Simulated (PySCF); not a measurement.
Gas-phase reaction: AlS = S + Al, at 500 K and a standard pressure of 1 bar. Level: PBE0/def2-SVP†.

Method: PySCF energies plus ideal-gas RRHO corrections (1 bar). † marks an energy on the PBE0/def2-TZVP geometry and frequencies. Open shells (unrestricted): AlS (multiplicity 2), S (multiplicity 3, electronic degeneracy 9), Al (multiplicity 2, electronic degeneracy 6). Spin-orbit splitting is ignored; it lowers the true energy and changes the entropy of S, Al. The harmonic model lacks anharmonicity and excited electronic states, which grow with temperature; levels with a mode under 35 cm⁻¹ are left out.

```tsv
species	E (Ha)	H(500 K) − E (kJ/mol)	S°(500 K) (J/mol/K)
AlS	-640.15584	19.8	248.3
S	-397.83788	10.4	181.1
Al	-242.16444	10.4	175.6
```
E: electronic energy; H − E holds the zero-point and thermal terms. 1 Ha = 2625.5 kJ/mol.

### Question
Work out ΔH°, ΔS°, ΔG° and log10 K from these numbers.

### Answer
1. ΔE = 1×(-397.83788) + 1×(-242.16444) − 1×(-640.15584) = 0.15352 Ha = 403.1 kJ.
2. Δ(H − E) = 1×(10.4) + 1×(10.4) − 1×(19.8) = 1.0 kJ, so ΔH° = 404.1 kJ.
3. ΔS° = 1×(181.1) + 1×(175.6) − 1×(248.3) = 108.4 J/K; the number of gas molecules changes by +1.
4. ΔG° = ΔH° − TΔS° = 404.1 − 500×(108.4)/1000 = 349.9 kJ.
5. log10 K = −ΔG°/(RT ln 10) = -36.56, with RT ln 10 = 9.57 kJ/mol; at standard pressures the reactants are favoured.
6. A shift of 10 kJ in ΔE would move log10 K by 1.04 here.
For scale, ΔH°(298 K) is 403 kJ at this level, 410 kJ at ωB97M-V/def2-TZVP†, and runs from 230 to 570 kJ over the 20 levels computed; the NASA 1993 table gives 368 kJ (entries not checked at source). After a fit of one offset per element over all species, the range-separated, M06-2X, PBE0/def2-QZVP and CCSD(T)/def2-TZVPP enthalpies, where run, lie to one side of the table for AlS (-48 kJ/mol): a fault of the table's entry, another state or a shared error of the levels is possible; this was not checked at source.
